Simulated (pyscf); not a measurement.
H₂P–In (SMILES [PH2][In]) [singlet] + H₂ (SMILES [H][H]) → PH₃ (SMILES P) + InH (SMILES [InH]) [singlet], a four-centre exchange (singlet surface; In–P, H–H broken, H–P, H–In formed). Single points on ωB97X-D3(BJ)/def2-SVP structures (PySCF, gas phase). Energies in kJ/mol from the separated reactants.

AM1 to PM7: differences of heats of formation from MOPAC, which are fitted to 298 K values and so differ in kind from electronic energies by zero-point and thermal terms. 

### Question
Quick PM7 single points give ΔE‡ = 218.7 kJ/mol and ΔE = +245.3 kJ/mol. What does ωB97M-D3(BJ)/def2-TZVP give, and how far is the quick result from it?

### Answer
ωB97M-D3(BJ)/def2-TZVP gives ΔE‡ = 114.4 kJ/mol and ΔE = +45.0 kJ/mol. PM7 lies 104.2 kJ/mol over it in the barrier and 200.3 kJ/mol over it in the reaction energy, so on this step it does not hold to within 12.6 kJ/mol. At PM7 this geometry lies under one side, so its ΔE‡ may be no barrier of that level. ωB97M-D3(BJ)/def2-TZVP has limits of its own. On the product side the descent ends in an adduct with a In–P contact (not fully relaxed), 38.3 kJ/mol under the separated species and 89.8 kJ/mol under the saddle at ωB97X-D3(BJ)/def2-TZVP. What is counted as broken (In–P) persists as a longer contact in the product adduct; parting that adduct is a step of its own. At the saddle there is also a short H–In contact that neither side keeps. At ωB97X-D3(BJ)/def2-TZVP the barrier from the zero used here is 125.7 kJ/mol. This is the saddle that the search found; another between the same sides may lie lower. In the def2 sets elements past Kr carry core potentials, without spin-orbit coupling.
